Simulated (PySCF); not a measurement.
## Silicon: a sound run and one with changed settings

Sound run: Si [Ne] 3s2 3p2, Si⁺ [Ne] 3s2 3p1. All numbers are calculated (PySCF 2.14, no relativity, point nucleus, in aug-cc-pV(D+d)Z (5s4p3d, 32 functions)). The sound run starts from symmetry-adapted Hartree-Fock orbitals and uses a fine grid where one is needed.

A second run was set up differently.

```csv
species,method,sound run (hartree),changed run (hartree),converged
Si,UHF,-288.85110,-288.85110,yes
Si,MN15,-289.23704,-289.24416,yes
Si,r2SCAN,-289.33950,-289.35196,yes
Si⁺,UHF,-288.57000,-288.57000,yes
Si⁺,MN15,-288.93897,-288.94388,yes
Si⁺,r2SCAN,-289.03325,-289.04402,yes
```

Ionisation energy of Si:

```
method  sound run (eV)  changed run (eV)
   UHF           7.649             7.649
  MN15           8.111             8.171
r2SCAN           8.333             8.379
```

Task: What was changed?
A. too few SCF iterations
B. basis contracted for another Hamiltonian
C. all electrons correlated in a valence basis
D. radial grid too coarse

Result: D. It used radial step 0.5 in ln r (0.13 in the sound run). A coarse radial grid mis-integrates the density and the exchange-correlation energy, with errors of either sign; Hartree-Fock needs no grid.
